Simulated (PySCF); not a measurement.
C₃H₇, charge +1, multiplicity 1.

```xyz
10

C      1.2777     0.0191    -0.2004
C      0.0000     0.0000     0.4470
C     -1.2777    -0.0191    -0.2004
H      1.9936     0.6866     0.3163
H      1.2650     0.1349    -1.2888
H      1.7161    -0.9825     0.0605
H      0.0000     0.0000     1.5473
H     -1.7161     0.9825     0.0605
H     -1.9936    -0.6866     0.3163
H     -1.2650    -0.1349    -1.2888
```
Charge +1, spin multiplicity 1.

The structure is a stationary point at PBE-D3(BJ)/def2-TZVP. The spin state was assumed, not searched. The isomer is the one that the SMILES or the coordinates give; other isomers of the formula were not compared.

Computed with PBE/pcSseg-1 (PySCF). Non-relativistic, no solvent.

Computed absolute GIAO shielding of each atom: isotropic value and principal components (ppm):
| atom | σ(iso) | σ11 | σ22 | σ33 | span |
|---|---|---|---|---|---|
| C1 | 118.9 | 66.3 | 134.2 | 156.3 | 90.0 |
| C2 | -144.7 | -361.0 | -225.6 | 152.6 | 513.6 |
| C3 | 118.9 | 66.3 | 134.2 | 156.3 | 90.0 |
| H4 | 26.0 | 23.5 | 24.7 | 29.8 | 6.3 |
| H5 | 26.6 | 24.2 | 26.7 | 28.8 | 4.5 |
| H6 | 26.6 | 23.2 | 25.1 | 31.4 | 8.2 |
| H7 | 19.0 | 8.6 | 22.1 | 26.2 | 17.6 |
| H8 | 26.6 | 23.2 | 25.1 | 31.4 | 8.2 |
| H9 | 26.0 | 23.5 | 24.7 | 29.8 | 6.3 |
| H10 | 26.6 | 24.2 | 26.7 | 28.8 | 4.5 |
